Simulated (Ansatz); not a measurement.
**AlO (SMILES [O]=[Al]): levels of theory compared**

We compute a comparison of 6 runs (U-wB97M-V/6-31G, UB3LYP/6-31G, UPBE0/3-21G, UPBE0/6-31G, UCCSD/3-21G, UCCSD(T)/3-21G) of AlO. 

The results are computed with Ansatz 0.2.0.

74 further runs of the same task are left out: 3 that didn't finish, 71 set aside as unsound or not needed.

**1. Starting point**

The species is AlO (2 atoms), meant as a doublet with charge 0. As SMILES, `[O]=[Al]`. The Al2–O1 distance was set to 3.925 Å, away from the relaxed value.

**2. The energy at U-wB97M-V/6-31G (run 1)**

File input.yaml:

```yaml
crystal:
  periodic: [false, false, false]
  atoms:
    - {symbol: O, position_ang: [0.000000, 0.000000, -2.355050]}
    - {symbol: Al, position_ang: [0.000000, 0.000000, 1.570050]}
basis:
  gaussian:
    orbitals: 6-31G
total_charge: 0
magnetization:
  spin_polarized: true
  initial_magnetization: 1
hamiltonian:
  xc: {name: wB97M-V}
accuracy: high
```

Started as:

```bash
$ ansatz run input.yaml --threads 1 --pin off --max-ram 2610MiB --events-out events.jsonl --progress --plain --runs-dir runs
```

What it wrote, shortened:

```text
Warning: RAYON_NUM_THREADS=1 ignored (pool sized by the plan → 1); use --threads N
Functional definition: wB97M-V
  name "wB97M-V"
[...]
  gx(w, u) = 1 - cx + cx01*u + cx10*w
  gss(w, u) = css00 + css04*u^4 + css10*w + css20*w^2 + css43*w^4*u^3
  gos(w, u) = cos00 + cos10*w + (cos20 + cos21*u)*w^2 + (cos60 + cos61*u)*w^6
[...]
      + integral(e_c_pw_mod_opposite_spin*gos(b97_w_opposite, b97_u_opposite)) + vv10(b, c)
373 factors; integrals over basis functions are off by at most 3.6e-9 eV
174 factors; integrals over basis functions are off by at most 1.5e-9 eV
[...]
mean field -8636.38974392 eV, -317.3814691337 hartree, gradient 1.2e-8 eV, S^2 1.510332; 7 other end points of the search recorded, 0 dependent functions left out
reference -8636.38974681 eV, -317.3814692400 hartree; 11, 10 occupied and 11, 12 virtual orbitals, 373 factors
Total energy: -8636.38974681 eV, -317.3814692400 hartree
```

Wall time 28 s (1 thread of AMD EPYC 9R45 (Zen 5), shared host); peak memory 0.39 GiB.

**3. The energy at UB3LYP/6-31G (run 2)**

File job.yaml:

```yaml
crystal:
  periodic: [false, false, false]
  atoms:
    - {symbol: O, position_ang: [0.000000, 0.000000, -2.355050]}
    - {symbol: Al, position_ang: [0.000000, 0.000000, 1.570050]}
basis:
  gaussian:
    orbitals: 6-31G
magnetization:
  spin_polarized: true
  initial_magnetization: 1
hamiltonian:
  xc: {name: B3LYP}
accuracy: high
```

Started as:

```bash
$ ansatz run job.yaml --threads 1 --pin off --max-ram 2610MiB --events-out events.jsonl --progress --plain --runs-dir runs
```

What it wrote, shortened:

```text
Warning: RAYON_NUM_THREADS=1 ignored (pool sized by the plan → 1); use --threads N
Functional definition: B3LYP
  name "B3LYP"
[...]
373 factors; integrals over basis functions are off by at most 3.6e-9 eV
[...]
mean field -8638.11253544 eV, -317.4447805545 hartree, gradient 6.6e-9 eV, S^2 1.408660; 12 other end points of the search recorded, 0 dependent functions left out
reference -8638.11256387 eV, -317.4447815994 hartree; 11, 10 occupied and 11, 12 virtual orbitals, 373 factors
Total energy: -8638.11256387 eV, -317.4447815994 hartree
```

Wall time 2.9 s (1 thread of AMD EPYC 9R45 (Zen 5), shared host).

Runs 3 to 4 aren't shown in full; the table further down has their settings and results.

**4. The energy at UCCSD/3-21G (run 5)**

File run.yaml:

```yaml
crystal:
  periodic: [false, false, false]
  atoms:
    - symbol: O
      position_ang: [0.000000, 0.000000, -2.355050]
    - symbol: Al
      position_ang: [0.000000, 0.000000, 1.570050]
basis:
  gaussian:
    orbitals: 3-21G.json
magnetization:
  spin_polarized: true
  initial_magnetization: 1
correlation:
  method: ccsd
  frozen_orbitals: {Al: 5, O: 1}
accuracy: high
scf:
  omitted_lower_state_checks: [cluster_reference, increment]
```

The basis set 3-21G is read from a file made from the Basis Set Exchange's data (not shown).

Started as:

```bash
$ ansatz run run.yaml --threads 1 --pin off --max-ram 2610MiB --events-out events.jsonl --progress --plain --runs-dir runs
```

What it wrote:

```text
Warning: RAYON_NUM_THREADS=1 ignored (pool sized by the plan → 1); use --threads N
[... 24 lines left out ...]
6 core orbitals not correlated: weight in the atoms' cores, before any rotation towards them, 1.000 or more for the frozen orbitals, at most 0.000 for the correlated occupied ones
[... 62 lines left out ...]
Total energy: -8572.50720920 eV, -315.0338292840 hartree
Checks for a lower state left out: cluster_reference, increment
```

Run time: 0.52 s. Hardware: 1 thread of AMD EPYC 9R45 (Zen 5), shared host.

**5. The energy at UCCSD(T)/3-21G (run 6)**

File run.yaml:

```yaml
crystal:
  periodic: [false, false, false]
  atoms:
    - {symbol: O, position_ang: [0.000000, 0.000000, -2.355050]}
    - {symbol: Al, position_ang: [0.000000, 0.000000, 1.570050]}
basis:
  gaussian:
    orbitals: 3-21G.json
accuracy: high
correlation:
  method: ccsd_t
  frozen_orbitals: {Al: 5, O: 1}
magnetization:
  spin_polarized: true
  initial_magnetization: 1
scf:
  omitted_lower_state_checks: [cluster_reference, increment]
```

The basis set 3-21G is read from a file made from the Basis Set Exchange's data (not shown).

Started as:

```bash
$ ansatz run run.yaml --threads 1 --pin off --max-ram 2610MiB --events-out events.jsonl --progress --plain --runs-dir runs
```

What it wrote:

```text
Warning: RAYON_NUM_THREADS=1 ignored (pool sized by the plan → 1); use --threads N
[... 24 lines left out ...]
6 core orbitals not correlated: weight in the atoms' cores, before any rotation towards them, 1.000 or more for the frozen orbitals, at most 0.000 for the correlated occupied ones
[... 63 lines left out ...]
Total energy: -8572.51303947 eV, -315.0340435424 hartree
Checks for a lower state left out: cluster_reference, increment
```

It took 0.56 s on 1 thread of AMD EPYC 9R45 (Zen 5), shared host.

**6. Overview of the runs**

```tsv
run	level	frozen core orbitals	energy (Eh)	⟨S²⟩	wall time
1	U-wB97M-V/6-31G	–	-317.381469	1.510	28 s
2	UB3LYP/6-31G	–	-317.444782	1.409	2.9 s
3	UPBE0/3-21G	–	-315.505808	1.567	4.2 s
4	UPBE0/6-31G	–	-317.226495	1.473	3.6 s
5	UCCSD/3-21G	6	-315.033829	1.751	0.52 s
6	UCCSD(T)/3-21G	6	-315.034044	1.751	0.56 s
```

**7. Results**

```
                                          quantity          value
                               run 6: total energy  -315.03404 Eh
run 6: correlation energy (6 core orbitals frozen)      -86.3 mEh
                             run 6: (T) correction      -0.21 mEh
          run 6: ⟨S²⟩ of the reference determinant          1.751
                              run 6: T1 diagnostic          0.008
```

Totals of different functionals can't be ranked against each other. Spin contamination of the reference: run 5 ⟨S²⟩ = 1.75, run 6 ⟨S²⟩ = 1.75, run 3 ⟨S²⟩ = 1.57, run 1 ⟨S²⟩ = 1.51, run 4 ⟨S²⟩ = 1.47, run 2 ⟨S²⟩ = 1.41. Where it is this large, the reference is a mixture of spin states, and values that rest on it are in doubt. All runs together took 39 s, the longest 28 s.
